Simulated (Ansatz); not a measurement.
# ClFHSi radical: Born-Oppenheimer dynamics

The task is to watch the atoms for 60 steps of 0.75 fs, started with velocities for 1500 K and run with a Nosé-Hoover thermostat.

Method: PBE0-D4/def2-SVP, unrestricted; program: Ansatz 0.2.0, Gaussian basis.

## Step 1: The starting structure

4 atoms, charge 0, spin multiplicity 2.

Atoms are counted from 1 here; the program's logs count them from 0.

Bond lengths: F1–Si2 1.620 Å, Si2–Cl3 2.009 Å, Si2–H4 1.445 Å. Angles: F1–Si2–Cl3 105.9°, F1–Si2–H4 102.9°, Cl3–Si2–H4 115.7°.

As a file:

```xyz
4
charge 0, multiplicity 2
F    -0.9929   -0.3423    1.0625
Si   -0.2049   -0.2232   -0.3474
Cl    1.7326   -0.5466    0.0755
H    -0.5348    1.1122   -0.7905
```

## Step 2: The run

Contents of md/in.yaml:

```yaml
crystal:
  periodic: [false, false, false]
  atoms:
    - {symbol: F, position_ang: [-0.992950, -0.342310, 1.062500]}
    - {symbol: Si, position_ang: [-0.204890, -0.223210, -0.347440]}
    - {symbol: Cl, position_ang: [1.732630, -0.546640, 0.075470]}
    - {symbol: H, position_ang: [-0.534790, 1.112160, -0.790530]}
basis:
  gaussian: {orbitals: def2-SVP}
magnetization: {spin_polarized: true, initial_magnetization: 1}
hamiltonian: {xc: pbe0, dispersion: d4}
md: {n_steps: 60, timestep: 0.75, temperature: 1500, ensemble: nvt_nose_hoover, seed: 703, initial_velocities: maxwell_boltzmann}
```

Command:

```bash
> ansatz run in.yaml --threads 2 --pin off --events-out ev --progress --plain --max-ram 3481MiB
```

Before running it: what results should come out? Wanted: temperature at the start; mean temperature, second half; lowest and highest potential energy, from the first frame; largest change of potential + kinetic.

The runs gave:

| quantity | value |
| --- | --- |
| length | 60 steps, 45.0 fs |
| temperature at the start | 1500 K |
| mean temperature, second half | 711 K |
| lowest and highest potential energy, from the first frame | 0 and 344 meV |
| largest change of potential + kinetic | 18.1 meV |

**Reading.** The thermostat trades energy with the molecule, so the sum of potential and kinetic energy isn't conserved: it changes by +18 meV over the run. The mean temperature of the second half is still well below the 1500 K set. With 4 atoms the instant temperature spans 215 to 1500 K. No bond breaks or forms, judged by distance.
